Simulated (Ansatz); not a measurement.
Mulliken charges of BH₅Si (`B[SiH3]`) from ωB97M-V/def2-TZVPP in Ansatz (PBE0-D4/def2-TZVP geometry).

```json
{"atom": "B1", "x (Å)": "-0.043", "y (Å)": "-1.189", "z (Å)": "0.204", "charge (e)": "-0.140"}
{"atom": "Si2", "x (Å)": "0.089", "y (Å)": "0.785", "z (Å)": "-0.149", "charge (e)": "0.046"}
{"atom": "H3", "x (Å)": "-1.126", "y (Å)": "-1.691", "z (Å)": "0.290", "charge (e)": "0.086"}
{"atom": "H4", "x (Å)": "0.906", "y (Å)": "-1.903", "z (Å)": "0.335", "charge (e)": "0.093"}
{"atom": "H5", "x (Å)": "-0.616", "y (Å)": "1.093", "z (Å)": "-1.427", "charge (e)": "-0.027"}
{"atom": "H6", "x (Å)": "-0.624", "y (Å)": "1.517", "z (Å)": "0.940", "charge (e)": "-0.027"}
{"atom": "H7", "x (Å)": "1.474", "y (Å)": "1.319", "z (Å)": "-0.239", "charge (e)": "-0.032"}
```

Problem. By hand: the dipole of these point charges (1 e Å = 4.8032 D).

Solution. Σ q r = (-0.016, -0.233, 0.041) e Å, of length 0.237 e Å = 1.14 D.

Problem. How does the dipole of the full density compare? (Estimate.)

Solution. Ansatz gave: (0.007, -0.081, 0.015) e Å, 0.40 D; the point charges give 2.85 times that, at 9° from its direction.

Point charges leave out the atoms' own dipoles, such as those of lone pairs, and Mulliken's split depends on the basis, so the two needn't agree.
